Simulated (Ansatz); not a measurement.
One geometry of Na2Li, several levels of theory.

```yaml
crystal:
  periodic: [false, false, false]
  atoms:
    - {symbol: Li, position_ang: [-0.663100, 0.390185, -1.839019]}
    - {symbol: Na, position_ang: [1.428580, 0.851187, 0.251098]}
    - {symbol: Na, position_ang: [-0.765480, -1.241372, 1.587921]}
basis:
  gaussian: {orbitals: STO-3G}
magnetization: {spin_polarized: true, initial_magnetization: 1}
hamiltonian: {xc: hf}
scf: {omitted_lower_state_checks: [starts]}
output: {orbitals: {seedname: orbitals}}
```

The file start.molden holds the orbitals of an earlier run on this structure, at another level or in another basis.

```sh
$ ansatz run in.yaml --threads 4 --pin off --events-out ev --progress --plain --max-ram 3916MiB
```

Shortened log:

```
Functional definition: HF
226 factors; integrals over basis functions are off by at most 7.6e-4 eV
mean field evaluation 1: about -8895.3050 eV, gradient 1.1e1 eV
mean field evaluation 2: about -8895.4123 eV, gradient 1.1e1 eV
mean field evaluation 4: about -8897.0180 eV, gradient 1.8e0 eV
mean field evaluation 8: about -8897.2270 eV, gradient 1.8e-1 eV
mean field evaluation 16: about -8897.2389 eV, gradient 2.1e-5 eV
mean field -8897.23891421 eV, -326.9674993321 hartree, gradient 2.1e-5 eV, S^2 0.761219; 0 other end points of the search recorded, 0 dependent functions left out
reference -8897.23891421 eV, -326.9674993321 hartree; 13, 12 occupied and 10, 11 virtual orbitals, 226 factors
Total energy: -8897.23891421 eV, -326.9674993321 hartree
Checks for a lower state left out: starts
```

The first input with `gaussian: {orbitals: def2-TZVPD, initial_orbitals: start.molden}`, `hamiltonian: {xc: r2scan}` (abridged; 5.5 s):

```
Functional definition: r2SCAN
mean field -9034.42560063 eV, -332.0090170694 hartree, gradient 2.2e-5 eV, S^2 0.804965
Total energy: -9034.42565566 eV, -332.0090190920 hartree
Checks for a lower state left out: starts
```

First input, but with `gaussian: {orbitals: 6-31G}` (abridged; 0.2 s):

```
Functional definition: HF
mean field evaluation 16: about -9010.1810 eV, gradient 4.4e-2 eV
mean field evaluation 32: about -9010.1881 eV, gradient 2.5e-5 eV
mean field -9010.18813260 eV, -331.1183065484 hartree, gradient 1.0e-5 eV, S^2 0.978418
Total energy: -9010.18813260 eV, -331.1183065484 hartree
Checks for a lower state left out: starts
```

The first input with `gaussian: {orbitals: def2-TZVP, initial_orbitals: start.molden}`, `hamiltonian: {xc: {text: "exchange = 0.90*pbe_x + 0.10*exact_x\ncorrelation = pbe_c"}}` (abridged; 1.1 s):

```
Functional definition: unnamed
mean field -9029.81713428 eV, -331.8396590549 hartree, gradient 8.4e-6 eV, S^2 0.774782
Total energy: -9029.81717662 eV, -331.8396606109 hartree
Checks for a lower state left out: starts
```

As the first input, with `gaussian: {orbitals: 6-31G}`, `hamiltonian: {xc: {name: B3LYP}}` (abridged; 1.1 s):

```
Functional definition: B3LYP
mean field evaluation 16: about -9036.5984 eV, gradient 1.1e-3 eV
mean field -9036.59838222 eV, -332.0888653201 hartree, gradient 2.5e-5 eV, S^2 0.768549
Total energy: -9036.59858125 eV, -332.0888726345 hartree
Checks for a lower state left out: starts
```

First input, but with `gaussian: {orbitals: def2-TZVP, initial_orbitals: start.molden}`, `hamiltonian: {xc: {name: BHLYP}}` (abridged; 1.1 s):

```
Functional definition: BHLYP
mean field -9035.71763522 eV, -332.0564984649 hartree, gradient 2.1e-5 eV, S^2 0.783776
Total energy: -9035.71777410 eV, -332.0565035688 hartree
Checks for a lower state left out: starts
```

First input, but with `gaussian: {orbitals: def2-TZVP, initial_orbitals: start.molden}`, `hamiltonian: {xc: {text: "exchange = 0.85*pbe_x + 0.15*exact_x\ncorrelation = pbe_c"}}` (abridged; 1 s):

```
Functional definition: unnamed
mean field -9029.98982823 eV, -331.8460054406 hartree, gradient 2.4e-5 eV, S^2 0.777946
Total energy: -9029.98986815 eV, -331.8460069077 hartree
Checks for a lower state left out: starts
```

Geometry: PBE0/def2-TZVP.

B3LYP takes the VWN-RPA correlation. At HF/STO-3G the highest occupied level of the charge 0 doublet lies above zero (up to 0.84 eV). In Hartree–Fock with STO-3G the lack of diffuse functions raises the level. At HF/6-31G the charge 0 doublet is spin-contaminated (final ⟨S²⟩ up to 0.98, 0.75 for a pure state). The structure comes from a short search, and lower isomers may exist.
